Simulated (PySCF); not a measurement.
Reproducing measurements on CFCl3

**What was measured.**

From NIST CCCBDB Release 22 (SRD 101), experimental dipoles, for the gas: dipole moment (microwave Stark effect, vibrational ground state) 0.46 ± 0.02 D.

How close the calculation comes is told at the end.

CFCl3.
SMILES with atom numbers: `[F:1][C:2]([Cl:3])([Cl:4])[Cl:5]`

Cartesian coordinates in Å at the GFN2-xTB level; atoms count from 1:
```xyz
5
CCl3F angstrom
F      0.0603   -0.1410    1.3961
C      0.0046   -0.0063    0.0667
Cl    -0.4579    1.6606   -0.3126
Cl     1.6028   -0.3706   -0.6039
Cl    -1.2011   -1.1397   -0.5634
```

The PySCF runs (gas phase, on this GFN2-xTB geometry; no spin–orbit coupling):

```tsv
level	job	basis functions	wall time
B97-2/MINI	shieldings	37	1.4 s
BHandHLYP/MINI	shieldings	37	1.2 s
CAM-B3LYP/MINI	shieldings	37	1.8 s
HCTH407/MINI	shieldings	37	2.6 s
HSE06/MINI	shieldings	37	2.8 s
LC-wPBE/MINI	shieldings	37	3.4 s
OLYP/MINI	shieldings	37	2.3 s
WP04/MINI	shieldings	37	1.7 s
mPW1PW91/MINI	shieldings	37	1.7 s
revPBE/MINI	shieldings	37	2.3 s
wB97X-D/MINI	shieldings	37	2.1 s
wB97X/MINI	shieldings	37	2.4 s
```

Hardware: Intel Xeon at 2.30 GHz, one thread, no GPU, on a shared host.

**Comparison with experiment**

**Dipole moment.** Measured: 0.46 D (NIST CCCBDB Release 22 (SRD 101), experimental dipoles).

| level | computed (D) | computed − measured (D) | % (from the printed values) |
| --- | --- | --- | --- |
| B97-2/MINI | 0.08 | -0.38 | -83 |
| BHandHLYP/MINI | 0.21 | -0.25 | -54 |
| CAM-B3LYP/MINI | 0.12 | -0.34 | -74 |
| HCTH407/MINI | 0.00 | -0.46 | -100 |
| HSE06/MINI | 0.07 | -0.39 | -85 |
| LC-wPBE/MINI | 0.05 | -0.41 | -89 |
| OLYP/MINI | 0.03 | -0.43 | -93 |
| WP04/MINI | 0.37 | -0.09 | -20 |
| mPW1PW91/MINI | 0.09 | -0.37 | -80 |
| revPBE/MINI | 0.05 | -0.41 | -89 |
| wB97X-D/MINI | 0.11 | -0.35 | -76 |
| wB97X/MINI | 0.07 | -0.39 | -85 |

Closest is WP04/MINI (-0.09 D), furthest HCTH407/MINI (-0.46 D); one molecule doesn't rank methods. All 12 levels lie below the measurement. The computed dipoles belong to one fixed geometry; measured ones are averaged over vibrations unless marked μe. Magnitudes are compared, not signs.

The geometry is computed, not the measured one. Where a level misses, the cause wasn't examined.
